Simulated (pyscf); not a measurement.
PySCF, gas phase, ωB97X-D3(BJ)/def2-SVP geometries. Correlated levels are frozen-core, on RHF or UHF. ΔMP2 is the change of the MP2 total energy from the triple- to the quadruple-zeta basis.

Task: Estimate by transition-state theory (the high-pressure limit) the rate constant of H₂N–GeH₂–Cl (SMILES [NH2][GeH2][Cl]) -> Cl–GeH: (SMILES [Cl][GeH]) [singlet] + NH₃ (SMILES N) (singlet surface; Ge–N, Ge–H broken, H–N formed) at 900 K, with CCSD(T)/def2-TZVPP + ΔMP2(QZVPP) energies (ideal gas, 1 atm, RRHO with modes under 100 cm⁻¹ raised to 100, one conformer, R ln 2 for rigid chiral ones; no tunnelling).

Result: The electronic barrier is 60.9 kcal/mol and the thermal terms add -1.7, so ΔG‡ = 59.1 kcal/mol. With k_BT/h = 1.88e+13 s⁻¹ and RT = 1.788 kcal/mol, k = 8.2e-02 s⁻¹; so small a molecule is far into fall-off at 1 atm, where the true rate is lower. Wigner's tunnelling factor for 1585i cm⁻¹ would be 1.27. A shift of 1 kcal/mol in the barrier changes k by a factor 1.7. On the product side the descent ends in an adduct with a Ge–N contact, 26.2 kcal/mol under the separated species and 55.7 kcal/mol under the saddle at ωB97X-D3(BJ)/def2-TZVP. What is counted as broken (Ge–N) persists as a longer contact in the product adduct; parting that adduct is a step of its own. At ωB97X-D3(BJ) the barrier from the zero used here is 63.4 kcal/mol. One saddle was located; it need not be the lowest between these sides. The CCSD(T) − MP2 part came from Ansatz, without density fitting, on the same reference. The frozen core leaves the outer d or s,p core shells of the metals and heavy elements correlated in the MP2 and CC values, and def2-TZVPP describes them poorly, which can shift differences by a few kcal/mol. Elements up to Kr have no core potential and no relativistic terms here.
